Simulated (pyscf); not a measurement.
Structures and frequencies: ωB97X-D3(BJ)/def2-SVP in PySCF. Correlated levels are frozen-core, on RHF or UHF. ΔMP2 is the change of the MP2 total energy from the triple- to the quadruple-zeta basis.

Estimate by transition-state theory (the high-pressure limit) the rate constant of HB=NH + HCl → H₂N–BH–Cl (singlet surface; Cl–H broken, B–Cl, H–N formed) at 298 K, with CCSD(T)/def2-TZVPP + ΔMP2(QZVPP) energies (ideal gas, 1 atm, RRHO with modes under 100 cm⁻¹ raised to 100, one conformer, R ln 2 for rigid chiral ones; no tunnelling).

The electronic barrier is 15.9 kcal/mol and the thermal terms add +6.9, so ΔG‡ = 22.9 kcal/mol. With k_BT/h = 6.21e+12 s⁻¹ and RT = 0.592 kcal/mol, and a volume of 4.06e-20 cm³ per molecule at 1 atm, k = 4.4e-24 cm³ molecule⁻¹ s⁻¹. The product is born with the 70 kcal/mol of the reverse barrier and needs collisions to keep. Wigner's tunnelling factor for 1165i cm⁻¹ would be 2.32, likely too low at so high a frequency. A shift of 1 kcal/mol in the barrier changes k by a factor 5.4. One saddle was located; it need not be the lowest between these sides. The CCSD(T) − MP2 part came from Ansatz, without density fitting, on the same reference.
